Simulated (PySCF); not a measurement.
Molecule: SMILES ClC(Cl)[C@H]1CO1, C$_{3}$H$_{4}$Cl$_{2}$O.

Numbering as in the mapped SMILES `[Cl:1][CH:2]([Cl:3])[C@H:4]1[CH2:5][O:6]1`; H(Xn) means a hydrogen on atom n. Ha(C5) is cis to C2 on the ring; Hb(C5) is trans to C2 on the ring.

Geometry PBE0-D3(BJ)/def2-SVP throughout; GIAO in PySCF 2.14, gas phase, one conformer, non-relativistic; equivalent atoms averaged; basis pcSseg-2.

Question: How do the absolute shieldings σ depend on the functional? (a selection of nuclei; ppm; last column core-seconds on shared hosts with different chips, so compare them loosely; the GGAs took longer than the global hybrids here, which isn't the general rule, and the cause wasn't traced)

Answer: 
| functional | kind | Cl1 | Cl3 | C2 | C4 | C5 | O6 | Ha(C5) | H(C4) | Hb(C5) | core-s |
| --- | --- | --- | --- | --- | --- | --- | --- | --- | --- | --- | --- |
| HF | Hartree–Fock | 773.2 | 802.4 | 120.1 | 143.4 | 154.2 | 339.8 | 28.76 | 28.80 | 29.19 | 21 |
| LDA | LDA | 652.6 | 704.0 | 86.7 | 120.8 | 134.6 | 282.8 | 27.64 | 27.49 | 28.09 | 41 |
| PBE | GGA | 669.2 | 715.3 | 87.9 | 121.6 | 134.9 | 279.8 | 28.11 | 28.00 | 28.56 | 50 |
| BLYP | GGA | 648.2 | 692.9 | 81.6 | 116.5 | 130.4 | 275.7 | 28.26 | 28.19 | 28.72 | 50 |
| BP86 | GGA | 666.2 | 712.1 | 87.4 | 121.2 | 134.5 | 279.7 | 28.16 | 28.06 | 28.62 | 49 |
| OPBE | GGA | 707.1 | 747.8 | 96.1 | 128.7 | 140.5 | 285.5 | 28.18 | 28.06 | 28.63 | 49 |
| KT2 | GGA | 686.2 | 733.8 | 93.2 | 126.6 | 140.2 | 281.2 | 28.14 | 28.04 | 28.62 | 52 |
| KT3 | GGA | 694.3 | 736.3 | 92.6 | 126.3 | 139.1 | 281.2 | 28.32 | 28.23 | 28.79 | 49 |
| B97-D | GGA | 673.4 | 715.4 | 87.7 | 122.0 | 134.9 | 281.9 | 28.30 | 28.23 | 28.77 | 49 |
| B3LYP | global hybrid | 676.9 | 718.5 | 90.6 | 122.7 | 136.0 | 291.0 | 28.34 | 28.29 | 28.79 | 48 |
| PBE0 | global hybrid | 703.3 | 745.2 | 98.5 | 128.7 | 141.3 | 297.8 | 28.26 | 28.18 | 28.70 | 34 |
| mPW1PW91 | global hybrid | 701.4 | 742.5 | 97.5 | 128.0 | 140.5 | 296.9 | 28.30 | 28.23 | 28.75 | 34 |
| WP04 | global hybrid | 659.1 | 691.8 | 78.0 | 113.8 | 126.2 | 277.0 | 28.56 | 28.52 | 29.01 | 33 |
| B97-2 | global hybrid | 704.3 | 744.1 | 97.4 | 128.3 | 140.7 | 295.9 | 28.36 | 28.30 | 28.81 | 33 |
| BHandHLYP | global hybrid | 714.0 | 751.2 | 102.4 | 130.8 | 143.2 | 310.9 | 28.47 | 28.44 | 28.90 | 32 |
| CAM-B3LYP | range-separated hybrid | 690.6 | 731.8 | 98.3 | 126.8 | 139.7 | 302.5 | 28.28 | 28.24 | 28.70 | 45 |
| wB97X-D | range-separated hybrid | 701.8 | 742.8 | 100.3 | 128.8 | 141.3 | 301.7 | 28.36 | 28.31 | 28.79 | 44 |
| LC-wPBE | range-separated hybrid | 722.4 | 761.5 | 109.3 | 133.3 | 144.6 | 311.8 | 28.30 | 28.25 | 28.69 | 59 |

Question: Which nucleus among those listed moves most, in ppm?

Answer: Cl1 (chlorine bonded to C): from 648.2 ppm with BLYP to 773.2 ppm with HF. The smallest spread is 1.09 ppm, at Hb(C5). Proton shifts span only some 12 ppm, so a few tenths of a ppm matter as much there as several ppm in carbon.
